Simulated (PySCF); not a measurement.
Si(H)3(Me) cation (CH6Si), SMILES C[SiH3] (connectivity only; charge and spin as stated), charge +1, multiplicity 2. Coordinates come from a B3LYP-D3(BJ)/def2-TZVP optimisation. The spin state was assumed, not searched. The isomer is the one that the SMILES or the coordinates give; other isomers of the formula were not compared.

All values below come from PySCF with B3LYP-D3(BJ)/def2-TZVP.

Harmonic wavenumbers (cm⁻¹): 148, 281, 332, 332, 419, 419, 830, 936, 936, 1117, 1400, 1400, 2259, 2320, 2320, 3047, 3217, 3217. Rotational constants (GHz): 50.92, 8.437, 8.437; symmetry number 3.

**Question.** Work out the zero-point energy and the ideal-gas rigid-rotor harmonic-oscillator thermochemistry at 298.15 K and 1 atm.

**Answer.** ZPE = ½ Σ hcν = ½ × 24930 cm⁻¹ = 149.11 kJ/mol. H − E(el) = 165.96 kJ/mol. Entropy in J/(mol K): translation 156.53, rotation 82.96, vibration 37.82, spin 5.76, total 283.08. G − E(el) = 81.56 kJ/mol. Cp = 82.18 J/(mol K). Modes under 150 cm⁻¹ make the vibrational entropy uncertain.
